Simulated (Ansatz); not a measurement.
## GaN (F-43m)

All numbers below come from DFT r2SCAN, scalar-relativistic, plane waves, PAW (Ansatz).

Cutoff 500 eV; k points 10×10×10 on the computed 2-atom cell (Γ-centred); Gaussian smearing, width 0.02 eV; no spin polarisation.

The structure is relaxed at this level of theory with its symmetry kept. This zinc-blende form isn't the usual stable structure of the compound.

Space group F-43m (No. 216). a = 4.498 Å, b = 4.498 Å, c = 4.498 Å, α = 90.00°, β = 90.00°, γ = 90.00°
```csv
atom,site,symmetry,x,y,z
Ga,4a,-43m,0.0000,0.0000,0.0000
N,4c,-43m,0.2500,0.2500,0.2500
```

- Space group: F-43m (No. 216)
- Volume per atom: 11.37 Å³
- Formation energy from the elements' standard states (uncorrected): -0.647 eV/atom
- Generalised Kohn–Sham band gap: 2.17 eV, direct at Γ
- Löwdin character of the top 1 eV of the valence band: N 2p 87 %, Ga 4p 7 %
- Löwdin character of the lowest 1 eV of the conduction band: N 2s 36 %, Ga 4s 35 %, N 2p 15 %, Ga 4p 8 %, unprojected 6 %
- Electron masses at the edge by Cartesian direction of the standard setting (m_e; degenerate bands sorted by energy; no spin-orbit coupling): x: 0.17; y: 0.17; z: 0.17
- Hole masses at the edge by Cartesian direction of the standard setting (m_e; degenerate bands sorted by energy; no spin-orbit coupling): x: 0.86, 0.86, 0.18; y: 0.86, 0.86, 0.18; z: 0.86, 0.86, 0.18
- Bulk modulus: 196 GPa
- Its pressure derivative: 4.3
- Bader charges (e): Ga (1 in the cell) 1.64, N (1 in the cell) -1.64